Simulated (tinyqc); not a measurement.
LCCD on RHF in the sto-3g basis, frozen core, for H2O, spin multiplicity 1, step by step. One step of it, computed by the program tinyqc.

Question. Iteration 8 (converged): orbitals. Diagonalise F' = X^T F X, C = X C', fill 5 alpha and 5 beta electrons from the bottom; D = 2 C_occ C_occ^T. Each column has its largest component positive (the first on a tie).

converged F (hartree), lower triangle:
```
,1O 1s,1O 2s,1O 2px,1O 2py,1O 2pz,2H 1s,3H 1s
1O 1s,-20.254291
1O 2s,-5.164523,-2.426083
1O 2px,0.000000,0.000000,-0.392286
1O 2py,0.000000,0.000000,0.000000,-0.258793
1O 2pz,-0.026987,-0.096792,0.000000,0.000000,-0.303756
2H 1s,-0.963630,-0.878407,0.000000,-0.358228,-0.361525,-0.474448
3H 1s,-0.963630,-0.878407,0.000000,0.358228,-0.361525,-0.324225,-0.474448
```

X, lower triangle:
```
,1O 1s,1O 2s,1O 2px,1O 2py,1O 2pz,2H 1s,3H 1s
1O 1s,1.023813
1O 2s,-0.138806,1.183015
1O 2px,0.000000,0.000000,1.000000
1O 2py,0.000000,0.000000,0.000000,1.079244
1O 2pz,-0.008950,0.089846,0.000000,0.000000,1.050112
2H 1s,0.019872,-0.243309,0.000000,-0.187267,-0.136196,1.156320
3H 1s,0.019872,-0.243309,0.000000,0.187267,-0.136196,-0.082116,1.156320
```

Give: F' = X^T F X; orbital energies; coefficients C; D after iteration 8.

Answer.

F' = X^T F X (hartree), lower triangle:
```
,1,2,3,4,5,6,7
1,-19.878
2,-2.688,-1.294
3,0.000,0.000,-0.392
4,0.000,0.000,0.000,-0.022
5,-0.057,0.112,0.000,0.000,-0.150
6,-0.125,-0.438,0.000,-0.417,-0.328,-0.009
7,-0.125,-0.438,0.000,0.417,-0.328,-0.092,-0.009
```

orbital energies (hartree): MO1 -20.263, MO2 -1.234, MO3 -0.561, MO4 -0.458, MO5 -0.392, MO6 0.532, MO7 0.623

coefficients C:
```
,MO1,MO2,MO3,MO4,MO5,MO6,MO7
1O 1s,0.994,-0.236,0.000,0.101,0.000,-0.116,0.000
1O 2s,0.025,0.866,0.000,-0.518,0.000,0.725,0.000
1O 2px,0.000,0.000,0.000,0.000,1.000,0.000,0.000
1O 2py,0.000,0.000,0.618,0.000,0.000,0.000,0.924
1O 2pz,0.004,0.105,0.000,0.737,0.000,0.771,0.000
2H 1s,-0.005,0.149,0.453,0.319,0.000,-0.729,-0.773
3H 1s,-0.005,0.149,-0.453,0.319,0.000,-0.729,0.773
```

D after iteration 8, lower triangle:
```
,1O 1s,1O 2s,1O 2px,1O 2py,1O 2pz,2H 1s,3H 1s
1O 1s,2.110
1O 2s,-0.465,2.040
1O 2px,0.000,0.000,2.000
1O 2py,0.000,0.000,0.000,0.764
1O 2pz,0.106,-0.581,0.000,0.000,1.107
2H 1s,-0.016,-0.072,0.000,0.559,0.501,0.658
3H 1s,-0.016,-0.072,0.000,-0.559,0.501,-0.162,0.658
```
